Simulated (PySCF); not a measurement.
## How methods differ on the ionisation energy of Cl

Cl [Ne] 3s2 3p5 (2P) → Cl+ [Ne] 3s2 3p4 (3P), as a difference of total energies. Calculation: PySCF 2.14, in aug-cc-pV(D+d)Z (5s4p3d, 32 functions); no relativity, point nucleus. Correlated levels: valence: [Ne] frozen. The calculations carry no spin-orbit coupling.

| method | ionisation energy (eV) |
| --- | --- |
| UHF | 11.827 |
| MP2 (valence) | 12.612 |
| SCS-MP2 (valence) | 12.587 |
| CCSD (valence) | 12.547 |
| CCSD(T) (valence) | 12.570 |
| CCSDT (valence) | 12.571 |

Problem. How much does correlation contribute at CCSD(T) (valence)?

Solution. 12.570 − (11.827) = 0.743 eV, measured against UHF.

Errors of the correlated levels include the incompleteness of this basis and the frozen core.

For comparison: 12.974 eV (measured; NIST levels, between the centres of gravity of the two terms).
